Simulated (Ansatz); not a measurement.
What a change of settings does to a run on Ca

The cell is built from the fcc type as a first guess.

First run: DFT, PBE, PAW with Ansatz's default frozen-core files, scalar-relativistic (Ansatz 0.2.0).

Command: `ansatz run input.yaml --threads 1 --pin off --max-ram 2048MiB --backend cpu --events-out ev --progress --plain --runs-dir out` The run took about 5.3 s on 1 thread of a shared machine.

```yaml
crystal:
  lattice:
    - [0.0, 2.5317736651, 2.5317736651]
    - [2.5317736651, 0.0, 2.5317736651]
    - [2.5317736651, 2.5317736651, 0.0]
  atoms:
    - { symbol: Ca, position: [0.0, 0.0, 0.0] }
kpoints:
  mp_grid: { grid: [11, 11, 11] }
scf:
  occupations: { method: fermi_dirac, width: 0.03 }
hamiltonian:
  xc: pbe
  pseudopotentials: { kind: paw }
output:
  forces: true
  stress: true
relax:
  f_tol: 0.005
  max_steps: 80
  cell: {}
```

Result: converged; relaxed volume 42.147 Å³/atom; 32 SCF iterations in all.

The input is then changed:

```diff
@@ -12,5 +12,5 @@
 hamiltonian:
   xc: pbe
-  pseudopotentials: { kind: paw }
+  pseudopotentials: { kind: paw_fr }
 output:
   forces: true
@@ -20,3 +20,6 @@
   max_steps: 80
   cell: {}
+magnetization:
+  noncollinear: true
+  spin_orbit: true
```

Task: What does the second run give?

Result: It converged; relaxed volume 42.146 Å³/atom; 33 SCF iterations in all.
